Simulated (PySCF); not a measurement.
C4H2ClS (doublet state).
Geometry (PBE0-D3(BJ)/def2-SVP, Å), atoms numbered from 1 in this order:
```
atom  x, y, z in Å
Cl1    2.6625   -0.4859    0.5257
C2     1.0017   -0.2140    0.2220
C3     0.4411    0.8854   -0.3818
C4    -0.9569    0.7070   -0.4349
C5    -1.4729   -0.4300    0.0790
S6    -0.1663   -1.3998    0.6946
H7     1.0094    1.7390   -0.7485
H8    -2.5004   -0.7828    0.1503
```

Theory: PBE0-D3(BJ)/def2-SVP geometry optimisation, gas phase in PySCF.

Masses are those of the commonest isotopes; rigid-rotor values at the optimised geometry. 

What are A, B and C (cm⁻¹)?

Ia = 89.37, Ib = 263.22, Ic = 352.59 u·Å²; 505379 MHz·u·Å²/I gives 5655, 1920 and 1433 MHz, that is A = 0.18863, B = 0.06404, C = 0.04781 cm⁻¹.

Classify the top.

An asymmetric top: κ = (2 × 1920 − 5655 − 1433)/(5655 − 1433) = -0.77.

What does the inertial defect say?

Planar: Δ = Ic − Ia − Ib = 0.00 u·Å². For a rigid frame Δ = −2 Σ m c², so it vanishes when all atoms lie in the ab plane; here none is more than 0.01 Å from it.

List the rotational levels J(Ka,Kc) to J = 2 (MHz).

Above 0(0,0):
J = 1: 1(0,1) 3353, 1(1,1) 7088, 1(1,0) 7575
J = 2: 2(0,2) 10015, 2(1,2) 13308, 2(1,1) 14768, 2(2,1) 25973, 2(2,0) 26017

Which lines would a microwave search look for?

The dipole components are |μa| = 0.59 D, |μb| = 0.05 D, |μc| = 0.00 D; the mirror of this Cs structure is the ab plane, so μc vanishes by symmetry and there are no c-type lines. The squared components, which scale the intensities, stand as 1.00 : 0.01 (a : b). Some lines, for components of 0.1 D or more:

| type | branch | J(Ka,Kc) | MHz | lower level (cm⁻¹) |
| --- | --- | --- | --- | --- |
| a | Q | 1(1,0) ← 1(1,1) | 487 | 0.236 |
| a | R | 1(0,1) ← 0(0,0) | 3353 | 0.000 |
| a | Q | 4(1,3) ← 4(1,4) | 4849 | 1.166 |
| a | R | 2(1,1) ← 1(1,0) | 7193 | 0.253 |
| a | R | 3(2,2) ← 2(2,1) | 10060 | 0.866 |
| a | R | 3(1,2) ← 2(1,1) | 10761 | 0.493 |
| a | R | 4(1,4) ← 3(1,3) | 12358 | 0.754 |
| a | R | 4(0,4) ← 3(0,3) | 12989 | 0.664 |
| a | R | 4(3,1) ← 3(3,0) | 13510 | 1.866 |
| a | R | 4(1,3) ← 3(1,2) | 14289 | 0.852 |

Estimate the classical rotational partition function at 10 K, 25 K and 298.15 K.

Point group Cs, symmetry number σ = 1; q = (√π/σ)·√((kT/h)³/(ABC)), k/h = 20836.6 MHz/K: 1350 at 10 K, 5340 at 25 K, 220000 at 298.15 K.

For this open shell read J as N, the rotation without spin; fine and hyperfine splittings come on top. Stationary, but not proved a minimum. ⟨S²⟩ = 0.762 (exact for a doublet: 0.75). No vibrational averaging or centrifugal distortion is included, and the geometry carries the error of its method. Quadrupole hyperfine structure (35Cl) is left out.

On one thread, x86-64 server, on a shared host, this took 21 s. These figures are those of the optimisation.
